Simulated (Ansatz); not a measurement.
Reaction (atomization): `C=C=C(C)S` → 4 C• + 6 H• + S•

Gas-phase electronic energies from Ansatz, PBE0-D4/def2-TZVP geometries. CCSD(T)/CBS adds triple-zeta CCSD(T) − MP2 to the extrapolated MP2 energy (def2 sets, frozen cores). This one scheme is used for every species, atoms too. DFT in def2-TZVPP. Open shells (•) are unrestricted, without spin–orbit coupling. Spin–orbit coupling would lower the free atoms: a little for C, S. Each species was taken in one conformer, which may not be the lowest.

`C=C=C(C)S`:

Cartesian coordinates in Å:
```
C 1.554 -0.326 1.411
C 0.577 -0.029 0.604
C -0.399 0.270 -0.203
C -0.808 -0.578 -1.370
S -1.381 1.735 -0.022
H 1.390 -0.920 2.306
H 2.571 0.006 1.218
H -0.723 -0.014 -2.303
H -0.176 -1.463 -1.436
H -1.850 -0.895 -1.268
H -0.755 2.213 1.064
```

CCSD(T)/CBS gives +1057.0 kcal/mol.

(1) Another level gave +1063.6 kcal/mol. Which?
A. ωB97M-V/def2-TZVPP
B. PBE/def2-TZVPP
C. r2SCAN-D4/def2-TZVPP
D. HF/def2-TZVPP

Largest T1 diagnostic among the species: 0.012.

Results:

(1) A. ωB97M-V 1063.6, HF/def2-TZVPP 772.1, PBE 1088.4, r2SCAN-D4 1066.3 kcal/mol.

In def2-TZVPP, CCSD(T) changes the Hartree–Fock value by +258.9 kcal/mol (the triples alone add +18.5 kcal/mol) and MP2 by +277.6 kcal/mol; breaking electron pairs costs correlation energy, which Hartree–Fock lacks. From PBE to PBE0 (25 % exact exchange), in def2-TZVPP and without D4, ΔE moves by −20.9 kcal/mol: exact exchange takes away binding that semilocal exchange gives to molecules.

For atomizations the MP2-based limit and the directly extrapolated one differ by several kJ/mol either way, and by 10 to 25 for some Ge, Se and Sn compounds, so smaller differences from it don't rank the levels.
